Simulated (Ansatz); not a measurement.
System (SMILES): Cl[CH2] (CH2-Cl), doublet.
Atoms: C1, Cl2, H3, H4. Bonds: C1-Cl2, C1-H3, C1-H4.

Basis-set convergence of the optimised C1-H3 bond length at HF with Ansatz (a quantum-chemistry and plane-wave program). Cartesian d functions, on some or all atoms, in 6-31G*, 6-31G**; all else is spherical. The program fits the integrals of some runs and decomposes those of others, by size. Core-valence sets carry the plain set on hydrogen. Open shells are unrestricted. No added dispersion term, no relativity. Reference: the value in def2-QZVPPD, 1.0666 Å, itself unsure by roughly 0.0001 Å (its mean distance from pcseg-3, def2-QZVPP, cc-pV(Q+d)Z). Deviations are taken from unrounded values.

| basis | functions | optimised C1-H3 bond length (Å) | minus reference (Å) |
|---|---|---|---|
| STO-3G | 16 | 1.0828 | 0.0161 |
| 6-31G | 26 | 1.0658 | -0.0009 |
| pcseg-0 | 26 | 1.0690 | 0.0024 |
| 6-31G* | 38 | 1.0687 | 0.0021 |
| def2-SVP | 42 | 1.0782 | 0.0115 |
| pcseg-1 | 42 | 1.0721 | 0.0055 |
| 6-31G** | 44 | 1.0691 | 0.0024 |
| cc-pV(D+d)Z | 47 | 1.0778 | 0.0111 |
| def2-SVPD | 63 | 1.0769 | 0.0103 |
| aug-cc-pV(D+d)Z | 73 | 1.0757 | 0.0090 |
| def2-TZVP | 80 | 1.0680 | 0.0013 |
| def2-TZVPP | 101 | 1.0672 | 0.0005 |
| jun-cc-pV(T+d)Z | 115 | 1.0672 | 0.0006 |
| 6-311++G(3df,3pd) | 122 | 1.0668 | 0.0002 |
| def2-TZVPPD | 122 | 1.0672 | 0.0005 |
| cc-pCVTZ | 130 | 1.0671 | 0.0005 |
| cc-pV(Q+d)Z | 179 | 1.0667 | 0.0001 |
| def2-QZVPP | 187 | 1.0666 | 0.0000 |

The smallest set listed that lies within 0.003 Å of the reference with all its larger relatives (same family, alike in diffuse functions; a set with none counts only in the reference's own line) is 6-31G (26 functions, -0.0009 Å off). Inside the window by cancellation, since a larger relative falls out: pcseg-0. Inside, with no larger relative to test it: 6-311++G(3df,3pd), cc-pCVTZ, cc-pV(Q+d)Z. (Relatives not listed, tested too: aug-cc-pV(T+d)Z 0.0005, def2-QZVP 0.0000, pcseg-3 -0.0003, def2-QZVPPD 0.0000 Å.)
